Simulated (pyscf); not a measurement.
**Hydrogen abstraction: H₂N–InH₂ + methyl (CH₃•) → •HN–InH₂ + methane (CH₄)**

Gas phase, doublet surface, charge 0. Bonds broken: N1–H3. Bonds formed: H3–C7. PySCF, gas phase, ωB97X-D3(BJ)/def2-SVP geometries.

Transition state (Å):

```xyz
10

N     -1.6000    -0.4979    -0.5263
In    -1.6369     0.6235     1.1984
H     -0.5965    -0.1610    -1.2386
H     -1.4455    -1.5053    -0.4083
H     -2.5028    -0.0259     2.5389
H     -0.9296     2.1889     1.1032
C      0.5741     0.1049    -1.7352
H      0.4103     0.0999    -2.8206
H      0.8432     1.0983    -1.3523
H      1.2715    -0.6768    -1.4079
```

One imaginary mode, 1748i cm⁻¹; descent along it reached the two sides named.

```json
[
 {"bond": "N1–H3", "change": "breaks", "reactant side (Å)": "1.014", "saddle": "1.276", "product side": "2.400"},
 {"bond": "H3–C7", "change": "forms", "reactant side (Å)": "3.6", "saddle": "1.299", "product side": "1.101"}
]
```

Electronic energies relative to the separated reactants (kJ/mol):

```tsv
level	barrier	reaction energy	reverse barrier
ωB97X-D3(BJ)/def2-TZVP	65.8	+17.9	47.9
PBE/def2-TZVP	38.5	+16.9	21.6
r²SCAN/def2-TZVP	54.5	+21.3	33.2
B3LYP-D3(BJ)/def2-TZVP	54.5	+15.9	38.5
PBE0-D3(BJ)/def2-TZVP	54.9	+19.8	35.1
M06-2X/def2-TZVP	72.2	+26.0	46.2
ωB97M-D3(BJ)/def2-TZVP	71.6	+21.2	50.4
HF/def2-TZVP	135.4	+5.6	129.7
```

With ωB97M-D3(BJ)/def2-TZVP energies and thermal terms (ideal gas, 1 atm, RRHO with modes under 100 cm⁻¹ raised to 100, one conformer, R ln 2 for chiral ones without a mode under 150 cm⁻¹), in kJ/mol:

```json
[
 {"T (K)": "298", "ΔH‡": "65.4", "ΔG‡": "102.7", "ΔH": "+23.8", "ΔG": "+24.0"},
 {"T (K)": "600", "ΔH‡": "65.5", "ΔG‡": "140.7", "ΔH": "+21.3", "ΔG": "+25.2"},
 {"T (K)": "900", "ΔH‡": "68.0", "ΔG‡": "177.9", "ΔH": "+19.9", "ΔG": "+27.5"},
 {"T (K)": "1200", "ΔH‡": "71.4", "ΔG‡": "214.0", "ΔH": "+19.3", "ΔG": "+30.2"}
]
```

•HN–InH₂ lies 173.2 kJ/mol over its isomer [H₂N–InH]• (electronic energy, ωB97M-D3(BJ)/def2-TZVP). This is the saddle that the search found; another between the same sides may lie lower. The angle at the transferred H is 167°. Elements past Kr carry the def2 core potentials, without spin-orbit coupling.
